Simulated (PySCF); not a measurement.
# CN⁻: mean field, correlation and small terms against distance

State: ¹Σ⁺, singlet, closed shell. RHF-based CCSD(T) in PySCF 2.14 with C aug-cc-pVTZ, N aug-cc-pVTZ and C aug-cc-pVQZ, N aug-cc-pVQZ (frozen core orbitals: 2; no relativity). Correlation energies are extrapolated as n⁻³ (n = 3, 4), Hartree–Fock as (n+1)·exp(−9√n). CV is the change on freezing 0 orbitals instead, in C cc-pwCVTZ, N cc-pwCVTZ. SR is the spin-free X2C energy in C cc-pVTZ-DK, N cc-pVTZ-DK less the non-relativistic one in C cc-pVTZ, N cc-pVTZ. All energies in eV from C⁻ + N.

```csv
R (Å),HF/CBS,CCSD corr.,(T),CV,SR,total
1.0455,-5.506,-3.392,-0.2729,-0.0840,0.0021,-9.253
1.0931,-6.155,-3.493,-0.3042,-0.0690,0.0042,-10.018
1.1406,-6.390,-3.603,-0.3384,-0.0560,0.0056,-10.382
1.1881,-6.315,-3.721,-0.3756,-0.0447,0.0066,-10.450
1.2356,-6.011,-3.848,-0.4159,-0.0348,0.0072,-10.302
1.2950,-5.401,-4.016,-0.4710,-0.0243,0.0076,-9.905
1.3545,-4.618,-4.194,-0.5316,-0.0154,0.0076,-9.352
```

A fit to the total gives Re = 1.1772 Å, De = 10.456 eV, ωe = 2076.8 cm⁻¹, Be = 1.883 cm⁻¹ (masses 12.0000 and 14.0031 u).

Q: At R = 1.1881 Å the CCSD correlation energy is -0.352202 hartree in the smaller basis and -0.368007 in the larger. Extrapolate it.

A: (4³·E4 − 3³·E3)/(4³ − 3³) = -0.37954 hartree; the larger basis holds 97.0 % of it.

The T1 diagnostic is 0.018. The open-shell atoms are computed with UHF. Spin–orbit coupling, excitations beyond (T) and corrections to the Born–Oppenheimer picture are left out.
